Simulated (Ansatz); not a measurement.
SiH5O2 (charge -1), singlet: a pair in one relaxed arrangement.

in.yaml

```yaml
crystal:
  periodic: [false, false, false]
  atoms:
    - {symbol: O, position_ang: [-0.938424, 0.228822, -1.303645]}
    - {symbol: H, position_ang: [-0.610755, 1.032698, -1.716377]}
    - {symbol: Si, position_ang: [-0.108586, 0.104888, 0.198427]}
    - {symbol: O, position_ang: [1.402302, -0.676915, 0.455764]}
    - {symbol: H, position_ang: [-0.775459, 0.749067, 1.417258]}
    - {symbol: H, position_ang: [0.695579, 1.423033, -0.141185]}
    - {symbol: H, position_ang: [-0.855262, -1.268774, 0.432961]}
    - {symbol: H, position_ang: [1.190504, -1.592720, 0.656697]}
basis:
  gaussian: {orbitals: "def2-TZVPPD.json"}
total_charge: -1
hamiltonian: {xc: hse06, dispersion: d4}
```

The basis file named in the input lies beside it (Basis Set Exchange, JSON).

Command:

```bash
ansatz run in.yaml --threads 4 --pin off --events-out ev --progress --plain --max-ram 9574MiB
```

Output of Ansatz 0.2.0:

```
Functional definition: HSE06
  name "HSE06"
  cite "Heyd, Scuseria & Ernzerhof, J. Chem. Phys. 118, 8207 (2003) doi:10.1063/1.1564060"
  cite "Krukau, Vydrov, Izmaylov & Scuseria, J. Chem. Phys. 125, 224106 (2006) doi:10.1063/1.2404663"
  cite "Heyd & Scuseria, J. Chem. Phys. 120, 7274 (2004) doi:10.1063/1.1668634"
  cite "Ernzerhof & Perdew, J. Chem. Phys. 109, 3313 (1998) doi:10.1063/1.476928"
  cite "Perdew, Burke & Ernzerhof, Phys. Rev. Lett. 77, 3865 (1996) doi:10.1103/PhysRevLett.77.3865"
  parent pbe
  parameter a = 0.25
  parameter omega = 0.11/bohr
  # The whole range is PBE's own exchange, as in plane waves. The composition of these papers is wPBEh.
  exchange = pbe_x - a*pbe_x_sr(omega) + a*exact_x_sr(omega)
  correlation = pbe_c
985 factors; their error is unknown
101 factors; integrals over basis functions are off by at most 2.0e-6 eV
mean field evaluation 1: about -12047.8161 eV, gradient 2.9e1 eV
mean field evaluation 2: about -12045.8048 eV, gradient 4.7e1 eV
mean field evaluation 4: about -12049.3830 eV, gradient 5.9e-1 eV
mean field evaluation 8: about -12049.4137 eV, gradient 2.8e-1 eV
mean field evaluation 16: about -12049.4138 eV, gradient 1.6e-5 eV
mean field -12049.41382920 eV, -442.8077908370 hartree, gradient 1.6e-5 eV, S^2 0.000000; 0 other end points of the search recorded, 0 dependent functions left out
reference -12049.41388314 eV, -442.8077928194 hartree; 18, 18 occupied and 195, 195 virtual orbitals, 985 factors
Total energy: -12049.52118188 eV, -442.8117359753 hartree
```

The run took about 2.2 s on 4 CPU threads of an Arm Neoverse V1 (shared host).
